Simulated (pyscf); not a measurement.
Thermochemistry of product channels of `[CH2]=[CH2]` + `[F][F]` on the singlet surface, in kcal/mol, from CCSD(T)/def2-TZVPP + ΔMP2(QZVPP) energies (ideal gas, 1 atm, RRHO with modes under 100 cm⁻¹ raised to 100, one conformer, R ln 2 for chiral ones without a mode under 150 cm⁻¹). Single points on ωB97X-D3(BJ)/def2-SVP structures (PySCF, gas phase). Correlated levels are frozen-core, on RHF or UHF. ΔMP2 is the change of the MP2 total energy from the triple- to the quadruple-zeta basis.

| products | ΔE | ΔH(298 K) | ΔG(298 K) | ΔG(600 K) |
|---|---|---|---|---|
| `[F][CH2][F]` + `[CH2]` [singlet] | ___ | -19.8 | -20.8 | -21.9 |
| `[F][CH2][CH2][F]` | -123.4 | -119.6 | -109.6 | -99.2 |

Question: Some entries are withheld; supply them.

Answer: 
- `[F][CH2][F]` + `[CH2]` [singlet], ΔE: -17.8

These are energies of the channels, which say nothing of barriers. F–CH₂–CH₂–F lies 13.9 kcal/mol over its isomer H₃C–CH(F)–F (electronic energy, ωB97M-D3(BJ)). CH₂ [singlet] is an excited spin state, 8.9 kcal/mol over the triplet at ωB97X-D3(BJ). A restricted singlet here is unstable towards spin polarisation, as is usual where a triplet lies low; its energy is less safe. The CCSD(T) − MP2 part came from Ansatz, without density fitting, on the same reference.
